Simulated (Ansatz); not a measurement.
**Abstraction of F: SF2 + C3H7O → SF + C3H7FO**

Gas-phase species: SF2 (sulfur difluoride) `FSF`, singlet; C3H7O `[CH2]COC`, doublet; SF (Monosulfur monofluoride), doublet; C3H7FO (2-fluoroethyl methyl ether) `COCCF`, singlet. A radical takes F: the energy is the difference in strength between the S–F bond broken and the C–F bond made.

Shapes, held fixed at every level: PBE0-D4/def2-TZVP. Flexible molecules stand in one conformer, not always the lowest. Programs: Ansatz 0.2.0. The zero-point and thermal change to 298 K, harmonic and unscaled (PBE0-D4/def2-TZVP), is +13.7 kJ/mol.

```csv
level,kind,ΔH(298 K) (kJ/mol),less CCSD(T)/CBS estimate
PBE-D4/def2-TZVPP,GGA,-79.6,+10.8
r2SCAN-D4/def2-TZVPP,meta-GGA,-74.5,+15.9
wB97M-V/def2-TZVPP,range-separated hybrid,-87.5,+2.9
wB97X-V/def2-TZVPP,range-separated hybrid,-95.2,-4.8
CCSD(T)/def2-SVP,coupled cluster or CI,-137.8,-47.4
CCSD/def2-TZVPP,coupled cluster or CI,-101.9,-11.5
CCSD(T)/CBS estimate,coupled cluster or CI,-90.4,0.0
```

The highest level, CCSD(T)/CBS estimate, gives ΔH(298 K) = -90.4 kJ/mol; the levels span -137.8 to -74.5. The column of differences is taken from that level and isn't an error. No measured value is set beside it here. Open shells run unrestricted. The CBS estimate extrapolates MP2 from def2-TZVPP and def2-QZVPP and adds CCSD(T) − MP2 in the triple-zeta set, cores frozen.
